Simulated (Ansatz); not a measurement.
# AlC2 (doublet): the correlation ladder, def2-TZVPP

One table from this session's results is given with a row withheld; the runs are named, their logs left out.

Method: def2-TZVPP, core rule «outside noble gas», up to 7 orbitals frozen; program: Ansatz 0.2.0, Gaussian basis.

The runs, in order: UHF; ROHF; CCSD(T) on UHF.

**What is computed**

The geometry is a PBE0/def2-TZVP stationary point (not a proven minimum) of the parent state, kept for this charge and spin.

3 atoms, charge 0, spin multiplicity 2.

Atoms are counted from 1 here; the program's logs count them from 0.

Bond lengths: C1–Al2 1.931 Å, Al2–C3 1.931 Å. Angles: C1–Al2–C3 180.0°.

Set-up of the first run:

The input, in.yaml:

```yaml
crystal:
  periodic: [false, false, false]
  atoms:
    - {symbol: C, position_ang: [0.000000, 0.000000, 1.931400]}
    - {symbol: Al, position_ang: [0.000000, 0.000000, 0.000000]}
    - {symbol: C, position_ang: [0.000000, 0.000000, -1.931400]}
basis:
  gaussian: {orbitals: def2-TZVPP}
magnetization: {spin_polarized: true, initial_magnetization: 1}
hamiltonian: {xc: hf}
output: {orbitals: {seedname: orbitals}}
```

Started as:

```console
$ ansatz run in.yaml --threads 1 --pin off --events-out ev --progress --plain --max-ram 4096MiB --backend cpu
```

Among the steps run: UHF; ROHF; CCSD(T) on UHF.

One of the session's tables, all rows but one given; the rest of the session is left out.

| method | from UCCSD(T) (meV) |
| --- | --- |
| ROHF | +11323.5 |
| UHF | +7908.4 |
| UMP2 | ? |
| UCCSD | +460.4 |
| UCCSD(T) | 0 |

Estimate the missing values for UMP2.

**Answer.** from UCCSD(T) (meV): +1664.7. In the column «from UCCSD(T) (meV)» it lies between UCCSD (+460.4) and UHF (+7908.4).

Caveats from the session: The determinant is far from a pure spin state, so its energy mixes those of several spin states (harmless only where they are near-degenerate, as at dissociation).
